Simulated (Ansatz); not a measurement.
Correlation energies of `FCCF` by basis set

```xyz
8

F    -0.105    1.168   -1.308
C     0.516    0.258   -0.481
C    -0.438   -0.262    0.551
F    -1.373   -1.096   -0.021
H     0.896   -0.561   -1.098
H     1.353    0.759    0.017
H     0.117   -0.831    1.305
H    -0.967    0.565    1.035
```

Charge 0, multiplicity 1. The geometry is a stationary point of PBE0-D4/def2-TZVP. It is one conformer, not always the lowest. Frozen core, restricted reference, Ansatz 0.2.0. CBS rows extrapolate triple and quadruple zeta; past MP2 they add the triple-zeta difference.

```tsv
basis	HF (Eh)	MP2 corr.
def2-SVP	-276.70831	-0.64512
def2-TZVPP	-277.04974	-0.83961
def2-QZVPP	-277.06226	-0.91076
```

**Question.** Estimate the CCSD correlation energy and the (T) correction in each basis where they were run (hartree).

**Answer.** 
| basis | CCSD corr. | (T) |
| --- | --- | --- |
| def2-SVP | -0.67804 | -0.01360 |
| def2-TZVPP | -0.86338 | -0.02731 |
| CBS(def2) | -0.98723 | as TZ |
